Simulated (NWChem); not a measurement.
# SiF4; SMILES F[Si](F)(F)F

Computed with NWChem. Pople sets run with spherical d functions. Each level has its own optimisation; frequencies are unscaled.

For level Hartree-Fock/6-31G*:

```yaml
highest harmonic frequency (cm⁻¹): 1105
lowest (cm⁻¹): 275
```

How do the values read with level PBE0/def2-SVP instead?

highest harmonic frequency (cm⁻¹): 1041
lowest (cm⁻¹): 248
